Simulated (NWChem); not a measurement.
All runs are NWChem calculations. System: N₂, charge 0, spin multiplicity 1, displaced from the optimised geometry.

Input file:

```
start mol
memory heap 100 mb stack 700 mb global 1900 mb
geometry units angstroms nocenter noautoz noautosym
  N      0.000000     0.000000     0.550196
  N      0.000000     0.000000    -1.650587
end
basis spherical
  * library cc-pvdz
end
scf
  rhf
  nopen 0
  maxiter 100
  thresh 1e-7
  semidirect memsize 60000000 filesize 0
end
ccsd
  freeze core 2
  maxiter 60
end
task ccsd(t) energy
```

The output up to the point where the run's verdict is printed (cleaned and shortened):

```
             Northwest Computational Chemistry Package (NWChem) 7.3.0
             --------------------------------------------------------

                                NWChem Input Module
                                -------------------

 Scaling coordinates for geometry "geometry" by  1.889725989
 (inverse scale =  0.529177249)

                             Geometry "geometry" -> ""
                             -------------------------

 Output coordinates in angstroms (scale by  1.889725989 to convert to a.u.)

  No.       Tag          Charge          X              Y              Z
 ---- ---------------- ---------- -------------- -------------- --------------
    1 N                    7.0000     0.00000000     0.00000000     0.55019600
    2 N                    7.0000     0.00000000     0.00000000    -1.65058700

 Effective nuclear repulsion energy (a.u.)      11.7820272153

            Nuclear Dipole moment (a.u.)
            ----------------------------
        X                 Y               Z
 ---------------- ---------------- ----------------
     0.0000000000     0.0000000000   -14.5560622921


 Summary of "ao basis" -> "" (spherical)
 ------------------------------------------------------------------------------
       Tag                 Description            Shells   Functions and Types
 ---------------- ------------------------------  ------  ---------------------
 *                          cc-pvdz                   on all atoms

 Summary of "ao basis" -> "ao basis" (spherical)
 ------------------------------------------------------------------------------
       Tag                 Description            Shells   Functions and Types
 ---------------- ------------------------------  ------  ---------------------
 N                          cc-pvdz                  6       14   3s2p1d

                                 NWChem SCF Module
                                 -----------------

  ao basis        = "ao basis"
  functions       =    28
  atoms           =     2
  closed shells   =     7
  open shells     =     0
  charge          =   0.00
[...]
  29     -0.7082387870  2.980D-02  5.985D-01     0.23     0.00     0.21
  30     -0.6836723733  2.457D-02  5.805D-01     0.24     0.00     0.22
  31     -0.6666626339  1.701D-02  4.816D-01     0.23     0.00     0.22
  32     -1.7898732684 -1.123D+00  2.006D+00     0.25     0.00     0.24
  33     -4.1804461016 -2.391D+00  5.689D+00     0.24     0.00     0.23
  34     -0.9701206675  3.210D+00  8.742D-01     0.23     0.00     0.21
  35     -1.1534868019 -1.834D-01  1.151D+00     0.23     0.00     0.22
  36     -0.7613611993  3.921D-01  6.021D-01     0.25     0.00     0.23
  37     -0.6960325637  6.533D-02  5.463D-01     0.23     0.00     0.22
  38     -0.8289408487 -1.329D-01  8.603D-01     0.24     0.00     0.22
  39     -0.8340166313 -5.076D-03  8.055D-01     0.18     0.00     0.17
  40     -1.0789577707 -2.449D-01  1.437D+00     0.23     0.00     0.22
  41     -0.6293769371  4.496D-01  5.398D-01     0.23     0.00     0.22
  42     -0.7420431184 -1.127D-01  5.146D-01     0.19     0.00     0.18
  43     -0.9088672414 -1.668D-01  7.730D-01     0.26     0.00     0.25
  44     -0.6904855620  2.184D-01  5.525D-01     0.23     0.00     0.22
  45     -1.0246981138 -3.342D-01  1.119D+00     0.17     0.00     0.16
  46     -3.5137309632 -2.489D+00  5.164D+00     0.20     0.00     0.19
  47     -1.8053301451  1.708D+00  2.440D+00     0.22     0.00     0.21
  48     -1.7593663682  4.596D-02  2.304D+00     0.20     0.00     0.19
  49     -0.9739287117  7.854D-01  1.044D+00     0.18     0.00     0.16
  50     -0.6586213672  3.153D-01  4.878D-01     0.18     0.00     0.17
  51     -1.0722375474 -4.136D-01  1.085D+00     0.20     0.00     0.19
  52     -1.2597500102 -1.875D-01  1.509D+00     0.21     0.00     0.19
  53     -1.9825542519 -7.228D-01  2.705D+00     0.23     0.00     0.22
  54     -1.0952512082  8.873D-01  1.225D+00     0.20     0.00     0.19
  55     -0.7369861634  3.583D-01  6.335D-01     0.21     0.00     0.20
  56     -0.8831745073 -1.462D-01  8.770D-01     0.17     0.00     0.16
  57     -0.7377918873  1.454D-01  6.347D-01     0.21     0.00     0.21
  58     -0.7305536366  7.238D-03  6.264D-01     0.20     0.00     0.19
  59     -0.6915105374  3.904D-02  5.810D-01     0.17     0.00     0.16
  60     -0.6941533040 -2.643D-03  5.809D-01     0.17     0.00     0.16
                  ****maximum iterations exceeded****
-------------------------------------------------------------------------

 -----------
 CCSD Energy
 -----------
 Reference energy:            -108.232342376984889
 CCSD corr. energy:             -0.694153304017029
 Total CCSD energy:           -108.926495681001924

 --------------------------------
 Spin Component Scaled (SCS) CCSD
 --------------------------------
 Same spin contribution:                 -0.247727199520354
 Same spin scaling factor:                1.130000000000000
 Opposite spin contribution:             -0.446426104496675
 Opposite spin scaling fact.:             1.270000000000000
 SCS-CCSD correlation energy:            -0.846892888168777
 Total SCS-CCSD energy:                -109.079235265153670

 routine      calls  cpu(0)   cpu-min  cpu-ave  cpu-max   i/o
 aoccsd          1     0.00     0.00     0.00     0.00    0.00
 iterdrv         1     0.02     0.02     0.02     0.02    0.00
 pampt          60     0.09     0.09     0.09     0.09    0.00
 t2pm           60     0.11     0.11     0.11     0.11    0.00
 sxy            60     0.17     0.17     0.17     0.17    0.00
 ints       365040    11.17    11.17    11.17    11.17    0.00
 t2eri        4680     0.66     0.66     0.66     0.66    0.00
 idx2         4680     0.36     0.36     0.36     0.36    0.00
 idx34          60     0.03     0.03     0.03     0.03    0.00
 ht2pm          60     0.13     0.13     0.13     0.13    0.00
 itm            60     0.39     0.39     0.39     0.39    0.00
 pdiis          60     0.03     0.03     0.03     0.03    0.00
 Total                13.15    13.15    13.15    13.15    0.00
```

The program stopped with an error. NWChem stopped with the message: ccsd(t) energy failed.
